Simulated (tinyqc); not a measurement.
UHF in the sto-3g basis, for NH, spin multiplicity 3, step by step. One step of it, computed by the program tinyqc.

Task: Iteration 4: DIIS coefficients. Solve [B -1; -1 0][c; lambda] = [0; -1] for the coefficients, which sum to one.

B (overlaps of the stored error matrices), lower triangle:
```
               1              2              3
1  3.9297155e-02
2  5.2346379e-03  3.8407997e-03
3  3.1800875e-03  2.3810151e-03  2.1001319e-03
```

Give: DIIS coefficients.

Result:

DIIS coefficients: -0.0203  -0.2077  1.2280
